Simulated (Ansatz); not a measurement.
A nudged elastic band was laid between two geometries of C$_{2}$H$_{4}$OS (8 atoms, charge 0, multiplicity 1).

All numbers below come from RKS PBE/def2-mTZVP (Ansatz 0.2.0).

```yaml
movable_images: 7
climbing_image: yes
spring: 5.0 eV/Å²
optimiser: quadratic models (default)
start_path: through a guess of the saddle point
force_threshold: 0.03 eV/Å
iteration_limit: 60
end_points: relaxed
```

First end point:

```xyz
8
Properties=species:S:1:pos:R:3
H -0.761 -1.969 -1.620
S 0.339 -1.594 -0.909
C -0.476 -0.114 -0.209
C 0.458 0.710 0.646
O -1.632 0.169 -0.439
H -0.131 1.291 1.366
H 1.003 1.413 -0.003
H 1.198 0.092 1.170
```

Last end point:

```xyz
8
Properties=species:S:1:pos:R:3
H -1.520 -0.940 -1.357
S 0.717 -1.896 -0.576
C -0.061 -0.472 -0.263
C 0.443 0.646 0.595
O -1.268 -0.172 -0.794
H -0.352 1.000 1.269
H 0.724 1.498 -0.046
H 1.317 0.334 1.173
```

Task: What changes between the two ends?

Result: Bonds broken: H1–S2. Bonds formed: H1–O5.

Task: Give the energies along the band, and the barrier.

Result: The run converged. The highest image is number 4 of 0 to 8, 1.19 eV above the first end and 1.04 eV above the last; the last end lies 0.15 eV above the first. A vibrational analysis at the climbing image gives one clearly imaginary mode, 1539i cm⁻¹: a first-order saddle point. The orbitals stay closed-shell, which can raise the energy where a bond breaks towards radicals; this wasn't checked here.

```tsv
image	path coordinate (Å)	energy (eV)	H1–S2 (Å)	H1–O5 (Å)
0	0.00	0.00	1.36	2.59
1	0.27	0.07	1.36	2.34
2	0.54	0.31	1.37	2.03
3	0.80	0.80	1.46	1.69
4	1.07	1.19	1.67	1.37
5	1.36	0.68	1.96	1.08
6	1.65	0.24	2.32	1.00
7	1.94	0.15	2.55	0.99
8	2.22	0.15	2.56	0.99
```

Task: What is the geometry of the highest image?

Result: 
```xyz
8
Properties=species:S:1:pos:R:3:forces:R:3
H -1.122 -1.329 -1.292 0.00 0.00 0.00
S 0.462 -1.725 -0.960 -0.01 0.01 0.00
C -0.221 -0.309 -0.258 0.02 -0.02 -0.01
C 0.451 0.684 0.628 -0.01 0.00 0.00
O -1.443 -0.174 -0.625 -0.01 0.01 0.00
H -0.293 1.198 1.250 0.00 0.00 0.00
H 0.950 1.439 0.000 0.00 0.00 0.00
H 1.216 0.215 1.257 0.00 0.00 0.00
```

Task: What are the harmonic wavenumbers there?

Result: 1539i, 35, 332, 465, 592, 697, 927, 970, 1006, 1182, 1362, 1423, 1447, 1495, 1725, 2984, 3051, 3089 cm⁻¹.

The run took 49 s on 2 threads of INTEL(R) XEON(R) PLATINUM 8581C CPU @ 2.30GHz (Emerald Rapids), on a shared host, peak memory 0.18 GiB.
